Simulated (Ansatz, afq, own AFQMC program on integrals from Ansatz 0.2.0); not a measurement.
**HClF, doublet in cc-pVTZ, levels against CCSDT(Q)**

```xyz
3

Cl    0.0000    0.0000   -1.4447
H     0.0000    0.0000    0.0973
F     0.0000    0.0000    1.3473
```

Connectivity, by distances: ClH ··· F.

Basis cc-pVTZ. Noble-gas cores (and the filled d shells of Ga–Kr and In–Xe) are frozen. Integrals, coupled cluster, full CI and functionals: Ansatz 0.2.0; the random walks run on the same integrals in our own AFQMC program. The CISD trial takes its coefficients from CCSD amplitudes. Released means that phaseless walkers are propagated on without the constraint, phases kept. Uncertainties: one standard error, sampling alone.

Determinant: UHF, the one that the program's search chose, which needn't be the lowest solution. The geometry is a point of a scan.

No full CI on the walks' own integrals is used here; CCSDT(Q) serves as the reference and is uncertain by about the last step of the cluster series.

Cautions: unrestricted determinant spin contaminated (⟨S²⟩ 0.85 against 0.75); the released energies are still falling, so no released level is given (meV from the phaseless value at times in 1/Eh: -23 ± 8 at 0.24, -26 ± 8 at 0.51, -45 ± 9 at 0.99, -44 ± 13 at 1.50), though the last usable value meets CCSDT(Q) within the noise.

The T1 diagnostic is 0.0319, the weight of the determinant in the CISD state is 0.848 and the ⟨S²⟩ of the determinant is 0.853. The size of the correlated space is 15 electrons in 72 orbitals.

```tsv
level	correlation energy (eV)
MP2	-11.6865
CCSD	-12.6947
CCSD(T)	-13.1120
```

(1) Estimate where phaseless AFQMC with a CISD trial lies against CCSD(T) on the same integrals.

(1) 0.2 ± 0.6 kJ/mol above CCSD(T). The gap is under twice the noise, so this walk alone can't tell the two apart.

Reference: CCSDT(Q), correlation energy -13.168 eV.

| level | E − E(reference) (kJ/mol) | share of correlation (%) |
| --- | --- | --- |
| CCSD(T) | 5.4 | 99.57 |
| CCSDT | 2.3 | 99.82 |
| ph-AFQMC/CISD | 5.6 ± 0.6 | 99.56 |

A walk keeps the symmetry of its determinant, which the program's search chose and which needn't be the lowest solution, so a lower state of the same spin and another symmetry isn't excluded.
